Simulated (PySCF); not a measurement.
Potential energy curve for CS2, SMILES S=C=S, singlet. The C1–S3 bond (C1 also carries S; S3 carries nothing else) is stretched with both fragments frozen at the PBE0/def2-TZVP optimised geometry.

Levels: UCCSD = CCSD on UHF/6-31G, 11 core orbitals frozen (PySCF); RKS-M06-2X = restricted M06-2X/6-31G (PySCF); RHF/6-31G (PySCF); UMP2 = MP2 on UHF/6-31G, 11 core orbitals frozen (PySCF).

Energies are in eV, each relative to the lowest point of its own curve near equilibrium.

| R / Å | UCCSD | RKS-M06-2X | RHF | UMP2 |
|---|---|---|---|---|
| 1.24 | 6.069 | 5.573 | 5.495 | 6.200 |
| 1.31 | 3.474 | 3.086 | 3.013 | 3.572 |
| 1.40 | 1.450 | 1.190 | 1.135 | 1.508 |
| 1.45 | 0.782 | 0.588 | 0.546 | 0.820 |
| 1.49 | 0.422 | 0.278 | 0.248 | 0.445 |
| 1.55 | 0.107 | 0.037 | 0.023 | 0.115 |
| 1.61 | 0.000 | 0.000 | 0.000 | 0.000 |
| 1.66 | 0.028 | 0.083 | 0.092 | 0.029 |
| 1.70 | 0.107 | 0.206 | 0.218 | 0.116 |
| 1.80 | 0.458 | 0.660 | 0.662 | 0.516 |
| 1.91 | 0.981 | 1.288 | 1.240 | 1.143 |
| 2.08 | 1.853 | 2.308 | 2.080 | 2.223 |
| 2.34 | 3.024 | 3.641 | 2.976 | — |
| 2.55 | 3.575 | 4.365 | 3.408 | — |
| 2.81 | 3.504 | 4.879 | 3.733 | — |
| 3.07 | 3.431 | 5.192 | 3.926 | — |
| 3.38 | 3.398 | 5.429 | 4.058 | — |
| 3.82 | 3.398 | 5.597 | 4.155 | — |
| 4.21 | 3.409 | 5.661 | 4.199 | — |
| 4.69 | 3.420 | 5.702 | 4.227 | — |
| 5.45 | 3.429 | 5.728 | 4.247 | — |

At the longest distance, 5.45 Å, RKS-M06-2X lies highest above its minimum (5.728 eV) and UCCSD lowest (3.429 eV).

The UCCSD curve passes through a maximum at 2.55 Å and then falls by 0.145 eV up to the last usable point, a hump where its reference is spin-contaminated.

Dashes: no converged value, or the column stops at the first point that the program doubted or that broke a chosen test of continuity, which isn't proof of a fault.

The unrestricted determinant behind UCCSD, UMP2 is spin-contaminated at 2.34 to 5.45 Å (<S²> up to 1.0, against 0.00 for a pure singlet). The restricted form behind RKS-M06-2X, RHF keeps the bonding electrons paired and can't separate into open-shell fragments.
